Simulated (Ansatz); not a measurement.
A made-up structure of CH3NNa, doublet:

```csv
atom,x (Å),y (Å),z (Å)
N1,-0.5081,-0.0721,-0.3230
C2,0.7789,-0.3405,0.1973
Na3,-2.1371,2.1755,0.2781
H4,-0.8533,-0.8856,-1.0470
H5,1.4447,-1.3261,-0.0925
H6,1.2749,0.4487,0.9870
```

It is relaxed with PBE-D4/def2-SVP and then PBE0-D4/def2-TZVP (Ansatz 0.2.0). Atoms count as bonded within 1.22 times the sum of their covalent radii (H–H: 0.88 Å). The end point is not checked to be a true minimum.

Question: Does its bonding change? (A judgement: the text doesn't fix the answer.)

Answer: The calculation gives: No: no bond forms or breaks.

Where it ends: The first stage lowers the energy by 1.04 eV in 12 steps. It ends as CH₃NNa ([CH2][NH][Na]):
N1  (-0.455, -0.066, -0.286)
C2  (0.697, -0.302, 0.175)
Na3  (-1.912, 1.941, 0.246)
H4  (-0.764, -0.797, -0.927)
H5  (1.291, -1.183, -0.082)
H6  (1.142, 0.407, 0.874)
(Å)

Labels in which every atom is bracketed show which atoms are joined, not bond orders.

For scale, one of the runs: PBE0-D4/def2-TZVP relaxation, 112 basis functions, launched by `ansatz run in.yaml --threads 2 --pin off --events-out ev --progress --plain --max-ram 4352MiB`. The run took about 60 s on 2 CPU threads of an Intel Xeon Platinum 8175M (shared host).
